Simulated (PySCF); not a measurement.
# Ne, Ne⁺: ionisation energy in cc-pVDZ

Aim: the ionisation energy of neon from differences of total energies, at each level of theory, and how far each lands from the tabulated value where there is one.

Method: unrestricted determinants in a Gaussian basis, no spin-orbit coupling in the energies. Code: PySCF 2.14.0.

### Step 1. The atom as given

| Quantity | Value |
| --- | --- |
| Element | neon (Z = 10) |
| Basis | cc-pVDZ (3s2p1d, 14 functions) |
| Hamiltonian | the non-relativistic Hamiltonian (point nucleus) |
| State 1 | Ne: [Ne], closed-shell 1S |
| State 2 | Ne⁺: [He] 2s2 2p5, 2P determinant |
| Methods | UHF, BP86, PBE0, MP2, CCSD(T) |
| Core shells frozen in the correlated runs | valence: 1s2 (for Ne) |

The outer shells:

Ne [Ne]
```
[He] core
2s [↑↓]
2p [↑↓][↑↓][↑↓]
```

Ne+ [He] 2s2 2p5
```
[He] core
2s [↑↓]
2p [↑↓][↑↓][↑ ]
```

The runs were made by one driver on top of PySCF. The scripts below sum up each run's settings (the driver also hands on starting orbitals that pick excited configurations, and frozen orbitals as a list rather than a count), and the logs come from the driver's own runs. The driver starts from symmetry-adapted Hartree-Fock orbitals, holds the occupation by maximum overlap and uses a logarithmic radial grid for functionals, so a plain start would take other cycles.

The driver's launch:

```
$ OMP_NUM_THREADS=1 python atomrun2.py TASK.json OUT
```

The integrals over 14 functions and the set-up took 0.02 s of CPU time.

### Step 2. Ne, method by method

UHF:

input.py

```python
from pyscf import gto, scf, dft, mp, cc
import basis_set_exchange as bse
mol = gto.M(atom="Ne 0 0 0", charge=0, spin=0, symmetry="D2h",
            basis=gto.basis.parse(bse.get_basis("cc-pVDZ", elements=["Ne"], fmt="nwchem", header=False)))
mf = scf.UHF(mol)
mf.irrep_nelec = {'Ag': (2, 2), 'B1u': (1, 1), 'B2u': (1, 1), 'B3u': (1, 1)}
mf.kernel()
```

BP86:

input.py differs from the last one in:

```diff
@@ -4,3 +4,3 @@
             basis=gto.basis.parse(bse.get_basis("cc-pVDZ", elements=["Ne"], fmt="nwchem", header=False)))
-mf = scf.UHF(mol)
+mf = dft.UKS(mol, xc="B88,P86")
 mf.irrep_nelec = {'Ag': (2, 2), 'B1u': (1, 1), 'B2u': (1, 1), 'B3u': (1, 1)}
```

PBE0:

input.py differs from the last one in:

```diff
@@ -4,3 +4,3 @@
             basis=gto.basis.parse(bse.get_basis("cc-pVDZ", elements=["Ne"], fmt="nwchem", header=False)))
-mf = dft.UKS(mol, xc="B88,P86")
+mf = dft.UKS(mol, xc="PBE0")
 mf.irrep_nelec = {'Ag': (2, 2), 'B1u': (1, 1), 'B2u': (1, 1), 'B3u': (1, 1)}
```

MP2 (valence):

input.py differs from the last one in:

```diff
@@ -4,4 +4,5 @@
             basis=gto.basis.parse(bse.get_basis("cc-pVDZ", elements=["Ne"], fmt="nwchem", header=False)))
-mf = dft.UKS(mol, xc="PBE0")
+mf = scf.UHF(mol)
 mf.irrep_nelec = {'Ag': (2, 2), 'B1u': (1, 1), 'B2u': (1, 1), 'B3u': (1, 1)}
 mf.kernel()
+mp.UMP2(mf, frozen=1).kernel()
```

CCSD(T) (valence):

input.py differs from the last one in:

```diff
@@ -7,2 +7,3 @@
 mf.kernel()
-mp.UMP2(mf, frozen=1).kernel()
+mycc = cc.CCSD(mf, frozen=1).run()
+mycc.ccsd_t()
```

### Step 3. Ne⁺

UHF:

input.py

```python
from pyscf import gto, scf, dft, mp, cc
import basis_set_exchange as bse
mol = gto.M(atom="Ne 0 0 0", charge=1, spin=1, symmetry="D2h",
            basis=gto.basis.parse(bse.get_basis("cc-pVDZ", elements=["Ne"], fmt="nwchem", header=False)))
mf = scf.UHF(mol)
mf.irrep_nelec = {'Ag': (2, 2), 'B1u': (1, 1), 'B2u': (1, 1), 'B3u': (1, 0)}
mf.kernel()
```

BP86:

input.py differs from the last one in:

```diff
@@ -4,3 +4,3 @@
             basis=gto.basis.parse(bse.get_basis("cc-pVDZ", elements=["Ne"], fmt="nwchem", header=False)))
-mf = scf.UHF(mol)
+mf = dft.UKS(mol, xc="B88,P86")
 mf.irrep_nelec = {'Ag': (2, 2), 'B1u': (1, 1), 'B2u': (1, 1), 'B3u': (1, 0)}
```

PBE0:

input.py differs from the last one in:

```diff
@@ -4,3 +4,3 @@
             basis=gto.basis.parse(bse.get_basis("cc-pVDZ", elements=["Ne"], fmt="nwchem", header=False)))
-mf = dft.UKS(mol, xc="B88,P86")
+mf = dft.UKS(mol, xc="PBE0")
 mf.irrep_nelec = {'Ag': (2, 2), 'B1u': (1, 1), 'B2u': (1, 1), 'B3u': (1, 0)}
```

MP2 (valence):

input.py differs from the last one in:

```diff
@@ -4,4 +4,5 @@
             basis=gto.basis.parse(bse.get_basis("cc-pVDZ", elements=["Ne"], fmt="nwchem", header=False)))
-mf = dft.UKS(mol, xc="PBE0")
+mf = scf.UHF(mol)
 mf.irrep_nelec = {'Ag': (2, 2), 'B1u': (1, 1), 'B2u': (1, 1), 'B3u': (1, 0)}
 mf.kernel()
+mp.UMP2(mf, frozen=1).kernel()
```

CCSD(T) (valence):

input.py differs from the last one in:

```diff
@@ -7,2 +7,3 @@
 mf.kernel()
-mp.UMP2(mf, frozen=1).kernel()
+mycc = cc.CCSD(mf, frozen=1).run()
+mycc.ccsd_t()
```

Q: Predict the outcome of this session.

As calculated:

| quantity | value |
| --- | --- |
| ionisation energy, Ne | UHF 19.668, CCSD(T) (valence) 20.890 eV; reference 21.597 |

Accuracy against cost (mean over 1 difference):

```
           method  mean absolute miss against the measured value (with the measured fine structure taken into account where it is known) (eV)  CPU time, both states (s)
              UHF                                                                                                                       1.929                       0.09
             BP86                                                                                                                       0.237                       0.11
             PBE0                                                                                                                       0.438                       0.12
    MP2 (valence)                                                                                                                       0.523                       0.09
SCS-MP2 (valence)                                                                                                                       0.646                       0.09
   CCSD (valence)                                                                                                                       0.707                           
CCSD(T) (valence)                                                                                                                       0.707                       0.19
```

**Reading.** Against experiment BP86 comes closest (off by 0.24 eV) and UHF is farthest (1.93 eV). Hartree-Fock falls short because the species with more electrons holds more correlation energy, which it lacks. All values hold for this basis alone; no basis-set limit was taken.
